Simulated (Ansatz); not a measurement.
**C5H12: vertical ionisation energy**

The task here is to estimate one member of a computed series from the others.

Computed with Ansatz 0.2.0, Gaussian basis. Level: unrestricted cation, the program's frozen cores in correlated methods.

Levels to be run: UKS PBE-D4/def2-TZVPP; UKS r2SCAN-D4/def2-TZVPP; UKS PBE0-D4/def2-TZVPP; UKS B3LYP-D4/def2-TZVPP; UKS wB97X-V/def2-TZVPP; UKS wB97M-V/def2-TZVPP; UKS B2PLYP/def2-TZVPP; UHF-CCSD(T)/def2-TZVPP; UHF-MP2/def2-QZVPP; extrapolation to the limit; then −ε(HOMO) from the neutral's earlier runs with LDA (SPW92), PBE-D4, revPBE-D4, BLYP-D4, r2SCAN-D4, B97M-V, PBE0-D4, B3LYP-D4, r2SCANh-D4, r2SCAN0-D4, HSE06-D4, BHLYP-D4, CAM-B3LYP-D4, LC-ωPBE, ωB97X-V, ωB97M-V.

## The relaxed structure

The geometry comes from an earlier relaxation with PBE0-D4 in a triple-zeta def2 set; it is a stationary point, not always the lowest conformer.

17 atoms, charge 0, spin multiplicity 1.

Atoms are counted from 1 here; the program's logs count them from 0.

Bond lengths: C1–C2 1.519 Å, C1–H6 1.092 Å, C1–H7 1.094 Å, C1–H8 1.094 Å, C2–C3 1.521 Å, C2–H9 1.095 Å, C2–H10 1.097 Å, C3–C4 1.523 Å, C3–H11 1.096 Å, C3–H12 1.098 Å, C4–C5 1.520 Å, C4–H13 1.095 Å, C4–H14 1.097 Å, C5–H15 1.092 Å, C5–H16 1.094 Å, C5–H17 1.092 Å. Angles: C2–C1–H6 111.7°, C2–C1–H7 111.1°, C2–C1–H8 111.1°, H6–C1–H7 107.7°, H6–C1–H8 107.7°, H7–C1–H8 107.4°, C1–C2–C3 112.7°, C1–C2–H9 109.3°, C1–C2–H10 109.6°, C3–C2–H9 109.9°, C3–C2–H10 109.0°, H9–C2–H10 106.1°, C2–C3–C4 114.5°, C2–C3–H11 108.6°, C2–C3–H12 109.2°, C4–C3–H11 109.0°, C4–C3–H12 109.2°, H11–C3–H12 105.9° and more.

The first run:

in.yaml reads:

```yaml
crystal:
  periodic: [false, false, false]
  atoms:
    - {symbol: C, position_ang: [-0.346907, 0.370198, 2.363295]}
    - {symbol: C, position_ang: [0.309990, 0.295783, 0.995782]}
    - {symbol: C, position_ang: [-0.427895, -0.629133, 0.039861]}
    - {symbol: C, position_ang: [0.234257, -0.789080, -1.322543]}
    - {symbol: C, position_ang: [0.269392, 0.486754, -2.148759]}
    - {symbol: H, position_ang: [0.198222, 1.035229, 3.037151]}
    - {symbol: H, position_ang: [-0.391150, -0.616525, 2.833194]}
    - {symbol: H, position_ang: [-1.372438, 0.742842, 2.287025]}
    - {symbol: H, position_ang: [0.370771, 1.302021, 0.568831]}
    - {symbol: H, position_ang: [1.344722, -0.051970, 1.102174]}
    - {symbol: H, position_ang: [-0.521669, -1.615473, 0.509496]}
    - {symbol: H, position_ang: [-1.453322, -0.261818, -0.097104]}
    - {symbol: H, position_ang: [-0.297269, -1.564340, -1.884340]}
    - {symbol: H, position_ang: [1.255480, -1.163555, -1.183422]}
    - {symbol: H, position_ang: [0.868354, 1.265160, -1.670741]}
    - {symbol: H, position_ang: [-0.738636, 0.887340, -2.292569]}
    - {symbol: H, position_ang: [0.698086, 0.306560, -3.137330]}
basis:
  gaussian: {orbitals: def2-TZVPP}
total_charge: 1
magnetization: {spin_polarized: true, initial_magnetization: 1}
hamiltonian: {xc: pbe, dispersion: d4}
```

Command:

```bash
$ ansatz run in.yaml --threads 2 --pin off --events-out ev --progress --plain --max-ram 32768MiB --backend cuda --devices 0, --max-vram 18GiB
```

Steps of the session up to this table: Cation, UKS PBE-D4/def2-TZVPP; Cation, UKS r2SCAN-D4/def2-TZVPP; Cation, UKS PBE0-D4/def2-TZVPP; Cation, UKS B3LYP-D4/def2-TZVPP; Cation, UKS wB97X-V/def2-TZVPP; Cation, UKS wB97M-V/def2-TZVPP; Cation, UKS B2PLYP (frozen core)/def2-TZVPP; Cation, UHF-CCSD(T)/def2-TZVPP; Cation, UHF-MP2/def2-QZVPP.

One table of the session follows, with a row left open; its other results are not shown here.

It belongs to the step «Ionisation energies side by side». For comparison, −ε(HOMO) of the neutral from earlier runs:

| functional | −ε(HOMO) (eV) |
| --- | --- |
| LDA (SPW92) | 7.41 |
| PBE-D4 | 7.37 |
| revPBE-D4 | 7.34 |
| BLYP-D4 | 7.31 |
| r2SCAN-D4 | 7.65 |
| B97M-V | ? |
| PBE0-D4 | 8.74 |
| B3LYP-D4 | 8.56 |
| r2SCANh-D4 | 8.16 |
| r2SCAN0-D4 | 8.92 |
| HSE06-D4 | 8.34 |
| BHLYP-D4 | 10.08 |
| CAM-B3LYP-D4 | 10.17 |
| LC-ωPBE | 11.51 |
| ωB97X-V | 11.18 |
| ωB97M-V | 11.05 |

**Question.** Estimate the row for B97M-V.

The run gave: −ε(HOMO) (eV): 7.80. In the column «−ε(HOMO) (eV)» it lies between r2SCAN-D4 (7.65) and r2SCANh-D4 (8.16).

Caveats from the session: The cation may have settled in a state other than its lowest; no search over hole states beyond the program's own was made.
